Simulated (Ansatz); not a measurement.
Reaction (SMILES): C=CF + 3 [H][H] (H2) → 2 C (CH4) + F (HF)
B3LYP-D3(BJ)/def2-TZVP geometries, fixed; electronic energies without zero-point terms.

Effect of the final integration grid (spheres per factor e of radius in core and valence, angular degree) at PBE/aug-cc-pVTZ with Ansatz (an electronic-structure program), against the last row, where the energy of full hydrogenation is -78.35 kcal/mol. The default's grid is 13, 11, 36.

```json
[
 {"setting": "accuracy: medium (default)", "largest shift of a total energy (mEh)": "0.001", "shift of the energy of full hydrogenation (kcal/mol)": "0.000"},
 {"setting": "final_grid: 4, 3, 11", "largest shift of a total energy (mEh)": "2.112", "shift of the energy of full hydrogenation (kcal/mol)": "-2.132"},
 {"setting": "final_grid: 6, 5, 17", "largest shift of a total energy (mEh)": "-0.251", "shift of the energy of full hydrogenation (kcal/mol)": "0.012"},
 {"setting": "final_grid: 8, 7, 23", "largest shift of a total energy (mEh)": "-0.039", "shift of the energy of full hydrogenation (kcal/mol)": "-0.045"},
 {"setting": "final_grid: 10, 9, 29", "largest shift of a total energy (mEh)": "-0.003", "shift of the energy of full hydrogenation (kcal/mol)": "-0.002"},
 {"setting": "final_grid: 18, 15, 47", "largest shift of a total energy (mEh)": "0.000", "shift of the energy of full hydrogenation (kcal/mol)": "0.000"},
 {"setting": "final_grid: 26, 22, 59", "largest shift of a total energy (mEh)": "0.000", "shift of the energy of full hydrogenation (kcal/mol)": "0.000"}
]
```

Within 0.3 kcal/mol in the energy of full hydrogenation: accuracy: medium (default); final_grid: 6, 5, 17; final_grid: 8, 7, 23; final_grid: 10, 9, 29; final_grid: 18, 15, 47. The largest shift is 2.112 mEh in a total energy and 2.132 kcal/mol in the difference.
